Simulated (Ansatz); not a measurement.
The same calculation of CH₃FSi, SMILES C[Si]F as a Python script and as an input file (the Python package of Ansatz (0.2.0)).

`cas.py`:
```python
"""Active-space calculation on CH3FSi."""

import ansatz as az

GEOMETRY = """
C    -0.30820    0.34550   -0.18170
Si    0.45260   -0.58270    1.14600
F     1.41530   -1.64230    0.45670
H    -0.97240    1.14420    0.21430
H     0.38400    0.91570   -0.81830
H    -0.92920   -0.24440   -0.86320
"""

ch3fsi = az.Crystal.molecule()
for line in GEOMETRY.strip().splitlines():
    symbol, *xyz = line.split()
    ch3fsi = ch3fsi.atom(symbol, [float(v) for v in xyz])

calc = (
    ch3fsi.calculation()
    .basis(gaussian="6-31G*")
    .correlation(active_electrons=2, active_orbitals=2)  # correlation on top of the mean field
)
for method in ["sc_nevpt2"]:
    r = (calc if method is None else calc.correlation(method)).run(threads=1).report
    space = r["configurations"]
    state = space["states"][0]
    print(method or "casscf", f"total {r['free_energy_ev'] / 27.211386246:.6f} Ha, active-space state {state['energy']['hartree']:.6f} Ha, mean field {r['reference_energy_ev'] / 27.211386246:.6f} Ha")
    print("  determinants", state["n_determinants"], " natural occupations", [round(n, 3) for n in space["natural_occupations"]])
print("effectively unpaired electrons, sum of min(n, 2 - n):", round(sum(min(n, 2 - n) for n in space["natural_occupations"]), 3))
```

```console
$ python cas.py
sc_nevpt2 total -428.353675 Ha, active-space state -427.996484 Ha, mean field -427.976855 Ha
  determinants 4  natural occupations [1.922, 0.078]
effectively unpaired electrons, sum of min(n, 2 - n): 0.156
```

`input.yaml`:
```yaml
crystal:
  periodic: [false, false, false]
  atoms:
    - { symbol: C, position_ang: [-0.3082, 0.3455, -0.1817] }
    - { symbol: Si, position_ang: [0.4526, -0.5827, 1.146] }
    - { symbol: F, position_ang: [1.4153, -1.6423, 0.4567] }
    - { symbol: H, position_ang: [-0.9724, 1.1442, 0.2143] }
    - { symbol: H, position_ang: [0.384, 0.9157, -0.8183] }
    - { symbol: H, position_ang: [-0.9292, -0.2444, -0.8632] }
basis:
  gaussian:
    orbitals: "6-31G*"
correlation:
  method: sc_nevpt2
  active_space:
    window:
      electrons: 2
      orbitals: 2
```

Reading the output:
- Total energies depend on the basis set; only differences at equal settings carry meaning.
- The geometry is a force-field or estimated start, not a minimum of this method, and the basis set is short of its limit. The active space starts as a window about the frontier orbitals and is then optimised, not chosen by chemistry.
- Wall time of the script: 1.3 s on 1 thread of Arm Neoverse V1, with other jobs on the host, peak memory 0.15 GiB.

(Lines on the test bed's own set-up are left out of the output.)
